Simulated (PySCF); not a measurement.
**How well do the runs reproduce experiment for carbonyl fluoride?**

**Measured values to compare with.**

From NIST CCCBDB Release 22 (SRD 101), experimental dipoles, for the gas: dipole moment (microwave Stark effect) 0.95 D.

The results are set against them at the end.

Species: carbonyl fluoride, CF₂O.
Atom-mapped SMILES: `[O:1]=[C:2]([F:3])[F:4]`

Geometry (PBE0-D3(BJ)/def2-SVP, Å), atoms numbered from 1 in this order:
```xyz
4
CF2O angstrom
O     -0.3473    1.0568    0.7936
C     -0.0629    0.0280    0.3117
F      0.9437   -0.7310    0.6569
F     -0.6988   -0.5626   -0.6650
```

Runs made with PySCF (gas phase, on this PBE0-D3(BJ)/def2-SVP geometry; no spin–orbit coupling):

```tsv
level	job	basis functions	wall time
PBE0-D3(BJ)/def2-SVP, grid level 1	geometry optimisation from a GFN2-xTB start shaken at random	56	4.7 s
PBE0/pcSseg-1	shieldings, charges and field gradients	68	2.3 s
PBE0/pcSseg-2	shieldings	144	4.2 s
CAM-B3LYP/def2-SVPD	10 singlets by full TDDFT, 4 Tamm–Dancoff triplets, polarisability, ΔSCF ions	89	8.9 s
B3LYP/pcJ-1	spin–spin couplings from 4 perturbed nuclei	108	3.1 s
```

Hardware: Intel Xeon Platinum 8488C, one thread (shared host).

## Comparison

**Dipole moment.** Measured: 0.95 D (NIST CCCBDB Release 22 (SRD 101), experimental dipoles).

| level | computed (D) | computed − measured (D) | % (from the printed values) |
| --- | --- | --- | --- |
| PBE0-D3(BJ)/def2-SVP | 1.12 | +0.17 | +18 |
| PBE0/pcSseg-1 | 1.15 | +0.20 | +21 |
| PBE0/pcSseg-2 | 1.15 | +0.20 | +21 |
| CAM-B3LYP/def2-SVPD | 1.11 | +0.16 | +17 |
| B3LYP/pcJ-1 | 1.14 | +0.19 | +20 |

All 5 levels lie above the measurement. The computed dipoles belong to one fixed geometry; measured ones are averaged over vibrations unless marked μe. Magnitudes are compared, not signs.

No measured geometry was used, and the causes of the misses weren't examined.
